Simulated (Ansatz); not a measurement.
in.yaml

```yaml
crystal:
  periodic: [false, false, false]
  atoms:
    - {symbol: P, position_ang: [0.000000, 0.043399, 1.117930]}
    - {symbol: S, position_ang: [0.000000, -0.079900, -1.032538]}
    - {symbol: H, position_ang: [0.000000, 1.208188, -1.506193]}
basis:
  gaussian: {orbitals: 6-31G, fitting: {mean_field: def2-universal-jkfit}, point_charges: [{charge: 0.50, position_ang: [2.884, 0.893, 0.394]}]}
magnetization: {spin_polarized: false}
correlation: {method: bccd, electrons: outside_noble_gas}
output: {forces: true}
```

```sh
$ ansatz run in.yaml --threads 1 --pin off --events-out ev --progress --plain --max-ram 2393MiB
```

(1) Roughly how long does this take on 1 thread of Intel Xeon 6975P-C, shared host, and how much host memory?

```
274 factors; integrals over basis functions are off by at most 7.8e-2 eV
mean field evaluation 1: about -20100.1534 eV, gradient 8.7e0 eV
mean field evaluation 2: about -20100.5482 eV, gradient 2.5e0 eV
mean field evaluation 4: about -20100.5949 eV, gradient 4.9e-1 eV
mean field evaluation 8: about -20100.6006 eV, gradient 2.8e-6 eV
mean field evaluation 16: about -20100.5980 eV, gradient 3.6e-1 eV
mean field evaluation 32: about -20099.7849 eV, gradient 4.8e-2 eV
mean field -20100.60062145 eV, -738.6834481618 hartree, gradient 2.8e-6 eV, S^2 0.000000; 5 other end points of the search recorded, 0 dependent functions left out; unrestricted orbitals would lower it
determinant -20100.60062145 eV, -738.6834481618 hartree, with singles and doubles -20103.96558655 eV, -738.8071083482 hartree
determinant -20099.78429633 eV, -738.6534487669 hartree, with singles and doubles -20102.83975479 eV, -738.7657347942 hartree
10 core orbitals not correlated: weight in the atoms' cores, before any rotation towards them, 1.000 or more for the frozen orbitals, at most 0.000 for the correlated occupied ones
reference -20100.60062145 eV, -738.6834481618 hartree; 6, 6 occupied and 12, 12 virtual orbitals, 274 factors
second order -2.76072334 eV of doubles, -0.00000000 eV of singles
cycle   1  -3.33414483 eV  change    3.1e-2 eV  update   2.7e-2
cycle   2  -3.33246480 eV  change    1.7e-3 eV  update   7.0e-3
cycle   3  -3.33416814 eV  change   -1.7e-3 eV  update   3.4e-3
cycle   4  -3.33281032 eV  change    1.4e-3 eV  update   2.5e-3
cycle   5  -3.33425376 eV  change   -1.4e-3 eV  update   2.1e-3
cycle   6  -3.33508424 eV  change   -8.3e-4 eV  update   1.4e-3
cycle   7  -3.33540922 eV  change   -3.2e-4 eV  update   8.9e-4
cycle   8  -3.33530983 eV  change    9.9e-5 eV  update   6.8e-4
cycle   9  -3.33512574 eV  change    1.8e-4 eV  update   5.0e-4
cycle  10  -3.33483760 eV  change    2.9e-4 eV  update   2.4e-4
cycle  11  -3.33472627 eV  change    1.1e-4 eV  update   1.1e-4
cycle  12  -3.33468229 eV  change    4.4e-5 eV  update   6.0e-5
cycle  13  -3.33466738 eV  change    1.5e-5 eV  update   2.4e-5
cycle  14  -3.33467578 eV  change   -8.4e-6 eV  update   8.8e-6
cycle  15  -3.33467462 eV  change    1.2e-6 eV  update   4.3e-6
cycle  16  -3.33467566 eV  change   -1.0e-6 eV  update   2.1e-6
cycle  17  -3.33467498 eV  change    6.8e-7 eV  update   9.1e-7
cycle  18  -3.33467492 eV  change    5.6e-8 eV  update   3.4e-7
the calculation of the forces begins
Total energy: -20103.93529637 eV, -738.8059952049 hartree
Atom 0 at     0.000000     0.043399     1.117930 Å, force    -0.004356     0.006310     0.281972 eV/Å
Atom 1 at     0.000000    -0.079900    -1.032538 Å, force    -0.107314    -0.600785    -0.114935 eV/Å
Atom 2 at     0.000000     1.208188    -1.506193 Å, force     0.073634     0.548943    -0.170511 eV/Å
Dipole moment:    -0.110201     0.255372    -0.139651 e Å
```

Forces (eV/Å):
```
P   -0.004  0.006  0.282
S   -0.107 -0.601 -0.115
H    0.074  0.549 -0.171
```

## Answers

(1) 0.36 s wall and 0.09 GiB.
